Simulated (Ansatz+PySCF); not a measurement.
Values are calculated unless marked as measured or tabulated.
Input for Ansatz (development build ahead of 0.2.0):

```yaml
crystal:
  periodic: [false, false, false]
  atoms:
    - { symbol: C, position_ang: [0.0, 0.0, 0.03483] }
    - { symbol: "N", position_ang: [0.0, 0.0, -1.20278] }
    - { symbol: H, position_ang: [0.0, 0.89294, 0.58397] }
    - { symbol: H, position_ang: [0.0, -0.89294, 0.58397] }
basis:
  gaussian: { orbitals: cc-pVTZ }
magnetization:
  spin_polarized: true
  initial_magnetization: 1
hamiltonian:
  xc: hf
correlation:
  method: mp2
  frozen_orbitals: { C: 1, H: 0, "N": 1 }
output:
  forces: true
```

The input is written out in the form of the current development build from the run's settings.

Output:

- Converged: yes
- Reference energy: -93.46447 hartree
- Correlation energy: -0.30852 hartree
- Total energy: -93.77299 hartree
- Spin squared of the determinant: 0.929
- Stability test: minimum
- Occupied orbitals by symmetry in an Abelian subgroup (alpha; beta): 5 A1 1 B1 2 B2; 5 A1 1 B1 1 B2

Forces (eV/Å):
| atom | Fx | Fy | Fz |
| --- | --- | --- | --- |
| C1 | 0.000 | 0.000 | -3.684 |
| N2 | 0.000 | 0.000 | 2.250 |
| H3 | 0.000 | 1.471 | 0.717 |
| H4 | 0.000 | -1.471 | 0.717 |

Caution: the unrestricted determinant is spin contaminated; forces differ strongly between restricted and unrestricted references.
